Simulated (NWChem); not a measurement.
Everything below was run with NWChem. System: hydrogen isocyanide (CHN), charge 0, spin multiplicity 1, at a geometry optimised with PBE/def2-SVP. Level: RHF/def2-TZVP.

Output (cleaned and shortened):

```
             Northwest Computational Chemistry Package (NWChem) 7.3.0
             --------------------------------------------------------

                                NWChem Input Module
                                -------------------

 Scaling coordinates for geometry "geometry" by  1.889725989
 (inverse scale =  0.529177249)

 Turning off AUTOSYM since
 SYMMETRY directive was detected!

                             Geometry "geometry" -> ""
                             -------------------------

 Output coordinates in angstroms (scale by  1.889725989 to convert to a.u.)

  No.       Tag          Charge          X              Y              Z
 ---- ---------------- ---------- -------------- -------------- --------------
    1 C                    6.0000     0.00000000     0.00000000     0.74899700
    2 N                    7.0000     0.00000000     0.00000000    -0.43518600
    3 H                    1.0000     0.00000000     0.00000000    -1.44767900

 Effective nuclear repulsion energy (a.u.)      23.8725185715

            Nuclear Dipole moment (a.u.)
            ----------------------------
        X                 Y               Z
 ---------------- ---------------- ----------------
     0.0000000000     0.0000000000     0.0000018897

      Symmetry information
      --------------------

 Group name             C2v
 Group number             16
 Group order               4
 No. of unique centers     3

      Symmetry unique atoms

     1    2    3


 Summary of "ao basis" -> "" (spherical)
 ------------------------------------------------------------------------------
       Tag                 Description            Shells   Functions and Types
 ---------------- ------------------------------  ------  ---------------------
 *                         def2-tzvp                  on all atoms

 Summary of "ao basis" -> "ao basis" (spherical)
 ------------------------------------------------------------------------------
       Tag                 Description            Shells   Functions and Types
 ---------------- ------------------------------  ------  ---------------------
 C                         def2-tzvp                11       31   5s3p2d1f
 N                         def2-tzvp                11       31   5s3p2d1f
 H                         def2-tzvp                 4        6   3s1p

                                 NWChem SCF Module
                                 -----------------

  ao basis        = "ao basis"
  functions       =    68
  atoms           =     3
  closed shells   =     7
  open shells     =     0
  charge          =   0.00
  wavefunction    = RHF
  use symmetry    = T
  symmetry adapt  = T

 Summary of "ao basis" -> "ao basis" (spherical)
 ------------------------------------------------------------------------------
       Tag                 Description            Shells   Functions and Types
 ---------------- ------------------------------  ------  ---------------------
 C                         def2-tzvp                11       31   5s3p2d1f
 N                         def2-tzvp                11       31   5s3p2d1f
 H                         def2-tzvp                 4        6   3s1p

      Symmetry analysis of basis
      --------------------------

        a1         32
        a2          6
        b1         15
        b2         15

 Forming initial guess at       0.1s

      Superposition of Atomic Density Guess
      -------------------------------------

 Sum of atomic energies:         -92.48268922

      Non-variational initial energy
      ------------------------------

 Total energy =     -93.089131
 1-e energy   =    -171.351351
 2-e energy   =      54.389702
 HOMO         =      -0.385930
 LUMO         =       0.038331

      Symmetry analysis of molecular orbitals - initial
      -------------------------------------------------

 !! scf_movecs_sym_adapt:   40 vectors were symmetry contaminated

  Symmetry fudging

 !! scf_movecs_sym_adapt:   40 vectors were symmetry contaminated

  Numbering of irreducible representations:

     1 a1          2 a2          3 b1          4 b2

  Orbital symmetries:

     1 a1          2 a1          3 a1          4 a1          5 b1
     6 b2          7 a1          8 b1          9 b2         10 a1
    11 a1         12 a1         13 b2         14 b1         15 a1
    16 b2         17 b1

 Starting SCF solution at       0.4s

 ----------------------------------------------
         Quadratically convergent ROHF

 Convergence threshold     :          1.000E-07
 Maximum no. of iterations :          100
 Final Fock-matrix accuracy:          1.000E-09
 ----------------------------------------------

              iter       energy          gnorm     gmax       time
             ----- ------------------- --------- --------- --------
                 1      -92.8749741626  4.82D-01  1.68D-01      0.4
                 2      -92.8903746399  1.57D-01  4.89D-02      0.4
                 3      -92.8924371205  1.11D-02  3.41D-03      0.4
                 4      -92.8924493105  4.98D-05  1.31D-05      0.5
                 5      -92.8924493108  8.98D-09  2.41D-09      0.6

       Final RHF  results
       ------------------

         Total SCF energy =    -92.892449310769
      One-electron energy =   -172.418388444108
      Two-electron energy =     55.653420561838
 Nuclear repulsion energy =     23.872518571501

        Time for solution =      0.2s

       Symmetry analysis of molecular orbitals - final
       -----------------------------------------------

  Numbering of irreducible representations:

     1 a1          2 a2          3 b1          4 b2

  Orbital symmetries:

     1 a1          2 a1          3 a1          4 a1          5 b1
     6 b2          7 a1          8 a1          9 b1         10 b2
    11 a1         12 a1         13 b2         14 b1         15 a1
    16 b1         17 b2

             Final eigenvalues
             -----------------

              1
    1  -15.6066
    2  -11.3026
    3   -1.2560
    4   -0.8671
    5   -0.5150
    6   -0.5150
    7   -0.4934
    8    0.1249
    9    0.1597
   10    0.1597
   11    0.2309
   12    0.3208
   13    0.3679
   14    0.3679
   15    0.4618
   16    0.5563
   17    0.5563

                       ROHF Final Molecular Orbital Analysis
                       -------------------------------------

 Vector    5  Occ=2.000000D+00  E=-5.150260D-01  Symmetry=b1
              MO Center= -2.3D-17,  3.1D-34, -1.2D-01, r^2= 1.0D+00
   Bfn.  Coefficient  Atom+Function         Bfn.  Coefficient  Atom+Function
  ----- ------------  ---------------      ----- ------------  ---------------
    37      0.358665  2 N  px                40      0.336236  2 N  px
     6      0.218382  1 C  px                43      0.218646  2 N  px
     9      0.184258  1 C  px

 Vector    6  Occ=2.000000D+00  E=-5.150260D-01  Symmetry=b2
              MO Center=  6.2D-34,  3.1D-17, -1.2D-01, r^2= 1.0D+00
   Bfn.  Coefficient  Atom+Function         Bfn.  Coefficient  Atom+Function
  ----- ------------  ---------------      ----- ------------  ---------------
    38      0.358665  2 N  py                41      0.336236  2 N  py
     7      0.218382  1 C  py                44      0.218646  2 N  py
    10      0.184258  1 C  py

 Vector    7  Occ=2.000000D+00  E=-4.934382D-01  Symmetry=a1
              MO Center= -3.1D-18, -1.6D-17,  1.1D+00, r^2= 9.6D-01
   Bfn.  Coefficient  Atom+Function         Bfn.  Coefficient  Atom+Function
  ----- ------------  ---------------      ----- ------------  ---------------
     4      0.420264  1 C  s                  8      0.319938  1 C  pz
     5      0.301223  1 C  s                  3      0.247730  1 C  s
    11      0.246236  1 C  pz                 2     -0.153138  1 C  s

 Vector    8  Occ=0.000000D+00  E= 1.248860D-01  Symmetry=a1
              MO Center= -4.0D-16,  2.7D-16, -2.2D+00, r^2= 2.5D+00
   Bfn.  Coefficient  Atom+Function         Bfn.  Coefficient  Atom+Function
  ----- ------------  ---------------      ----- ------------  ---------------
    65      2.600329  3 H  s                 45      1.313667  2 N  pz
    36     -1.186389  2 N  s                  4     -0.734961  1 C  s
    35      0.472755  2 N  s                  5     -0.446410  1 C  s
    11      0.279153  1 C  pz                34     -0.231359  2 N  s

 Vector    9  Occ=0.000000D+00  E= 1.597485D-01  Symmetry=b1
              MO Center=  1.6D-17,  4.8D-32,  6.2D-01, r^2= 2.7D+00
   Bfn.  Coefficient  Atom+Function         Bfn.  Coefficient  Atom+Function
  ----- ------------  ---------------      ----- ------------  ---------------
    12      0.938795  1 C  px                43     -0.697902  2 N  px
     6      0.270344  1 C  px                 9      0.237245  1 C  px
    37     -0.221389  2 N  px                40     -0.177150  2 N  px

 Vector   10  Occ=0.000000D+00  E= 1.597485D-01  Symmetry=b2
              MO Center=  1.6D-31, -2.3D-17,  6.2D-01, r^2= 2.7D+00
   Bfn.  Coefficient  Atom+Function         Bfn.  Coefficient  Atom+Function
  ----- ------------  ---------------      ----- ------------  ---------------
    13      0.938795  1 C  py                44     -0.697902  2 N  py
     7      0.270344  1 C  py                10      0.237245  1 C  py
    38     -0.221389  2 N  py                41     -0.177150  2 N  py

 center of mass
 --------------
 x =   0.00000000 y =   0.00000000 z =   0.10039611

 moments of inertia (a.u.)
 ------------------
          40.781164311007           0.000000000000           0.000000000000
           0.000000000000          40.781164311007           0.000000000000
           0.000000000000           0.000000000000           0.000000000000

  Mulliken analysis of the total density
  --------------------------------------

    Atom       Charge   Shell Charges
 -----------   ------   -------------------------------------------------------
    1 C    6     5.97   0.86  1.12  0.61  0.79  0.38  0.97  0.91  0.21  0.03  0.07  0.01
    2 N    7     7.38   0.82  1.16  0.54  0.73  0.13  1.52  1.72  0.73  0.01  0.02  0.01
    3 H    1     0.65   0.23  0.35  0.03  0.04

       Multipole analysis of the density wrt the origin
       ------------------------------------------------

     L   x y z        total         open         nuclear
     -   - - -        -----         ----         -------
     0   0 0 0     -0.000000      0.000000     14.000000

     1   1 0 0     -0.000000      0.000000      0.000000
     1   0 1 0      0.000000      0.000000      0.000000
     1   0 0 1     -1.131435      0.000000      0.000002

     2   2 0 0     -9.077289      0.000000      0.000000
     2   1 1 0      0.000000      0.000000      0.000000
     2   1 0 1      0.000000      0.000000      0.000000
     2   0 2 0     -9.077289      0.000000      0.000000
     2   0 1 1      0.000000      0.000000      0.000000
     2   0 0 2     -7.453678      0.000000     24.238462

 Task  times  cpu:        0.6s     wall:        0.6s

 Total times  cpu:        0.6s     wall:        0.6s
```

Problem. Write an NWChem input that would produce this output.

Solution. This is not unique; one that fits is 
```
start mol
memory heap 200 mb stack 800 mb global 1000 mb
geometry units angstroms nocenter noautoz
  C      0.000000     0.000000     0.748997
  N      0.000000     0.000000    -0.435186
  H      0.000000     0.000000    -1.447679
  symmetry group C2v
end
basis spherical
  * library def2-tzvp
end
scf
  rhf
  nopen 0
  maxiter 100
  thresh 1e-7
  semidirect memsize 60000000 filesize 0
end
task scf energy
```
